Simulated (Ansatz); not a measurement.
A made-up structure of AlBSiH5 (charge -1), singlet:

B1  (-1.028, 1.152, -1.095)
Si2  (0.235, 0.699, 0.255)
Al3  (0.782, -1.497, 0.833)
H4  (-1.591, 0.271, -1.697)
H5  (-1.308, 2.289, -1.394)
H6  (0.942, 1.795, 1.008)
H7  (0.116, -2.783, 0.120)
H8  (-0.585, 0.297, -1.724)
(Å)

It is relaxed with PBE-D4/def2-SVPD and then PBE0-D4/def2-TZVPD (Ansatz 0.2.0). Atoms count as bonded within 1.22 times the sum of their covalent radii (H–H: 0.88 Å). The end point is not checked to be a true minimum.

Task: Does its bonding change? (A judgement: the text doesn't fix the answer.)

Result: The calculation gives: No: no bond forms or breaks.

Where it ends: The first stage lowers the energy by 2.41 eV in 21 steps. It ends as AlBSiH₅ ([BH3][SiH][AlH]), total charge -1:
| atom | x (Å) | y (Å) | z (Å) |
| --- | --- | --- | --- |
| B1 | -1.1321 | 1.2579 | -1.3566 |
| Si2 | 0.1936 | 0.1787 | -0.3025 |
| Al3 | 0.2105 | -1.6100 | 1.2230 |
| H4 | -2.0134 | 0.5319 | -1.7811 |
| H5 | -1.5397 | 2.2011 | -0.6988 |
| H6 | 1.2386 | 1.0331 | 0.4152 |
| H7 | 1.0077 | -3.0255 | 1.0698 |
| H8 | -0.4014 | 1.6561 | -2.2651 |

Labels in which every atom is bracketed show which atoms are joined, not bond orders.

For scale, one of the runs: PBE0-D4/def2-TZVPD relaxation, 168 basis functions, launched by `ansatz run in.yaml --threads 2 --pin off --events-out ev --progress --plain --max-ram 4352MiB`. The run took about 33 s on 2 CPU threads of an Arm Neoverse V2 (shared host).
